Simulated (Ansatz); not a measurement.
```yaml
crystal:
  periodic: [false, false, false]
  atoms:
    - {symbol: Si, position_ang: [0.000000, 0.000000, -1.391753]}
    - {symbol: Al, position_ang: [0.000000, 0.000000, 0.988715]}
    - {symbol: Si, position_ang: [0.000000, 0.000000, 3.310424]}
    - {symbol: H, position_ang: [0.000000, 0.000000, -2.907386]}
basis:
  gaussian: {orbitals: def2-TZVP}
hamiltonian: {xc: pbe0}
relax: {f_tol: 0.004, max_steps: 80}
```

```sh
$ ansatz run in.yaml --threads 1 --pin off --events-out ev --progress --plain --max-ram 2176MiB
```

Steps of the relaxation (energy above the last step; positions in Å, forces in eV/Å):

```
4
step 1, 206.4 meV
Si    0.000    0.000   -1.392    0.000    0.000    1.420
Al    0.000    0.000    0.989    0.000    0.000   -1.637
Si    0.000    0.000    3.310    0.000    0.000   -0.206
H     0.000    0.000   -2.907    0.000    0.000    0.422
```

```
4
step 2, 1.3 meV
Si    0.000    0.000   -1.300    0.000    0.000   -0.152
Al    0.000    0.000    0.895    0.000    0.000   -0.098
Si    0.000    0.000    3.201    0.000    0.000    0.054
H     0.000    0.000   -2.796    0.000    0.000    0.196
```

```
4
step 3, 0.0 meV
Si    0.000    0.000   -1.302    0.000    0.000   -0.038
Al    0.000    0.000    0.889    0.000    0.000    0.028
Si    0.000    0.000    3.201    0.000    0.000   -0.016
H     0.000    0.000   -2.788    0.000    0.000    0.025
```

```
4
step 5, 0.0 meV
Si    0.000    0.000   -1.302    0.000    0.000    0.000
Al    0.000    0.000    0.889    0.000    0.000    0.000
Si    0.000    0.000    3.200    0.000    0.000    0.000
H     0.000    0.000   -2.787    0.000    0.000    0.000
```

Close pairs at the end: Si1–H4 1.485 Å, Si1–Al2 2.192 Å, Al2–Si3 2.311 Å.

A stationary point of restricted PBE0 after 5 steps (its stability towards spin polarisation wasn't tested); no frequencies were run, so it isn't proven a minimum. 32 s on 1 thread of Arm Neoverse N1, shared host.
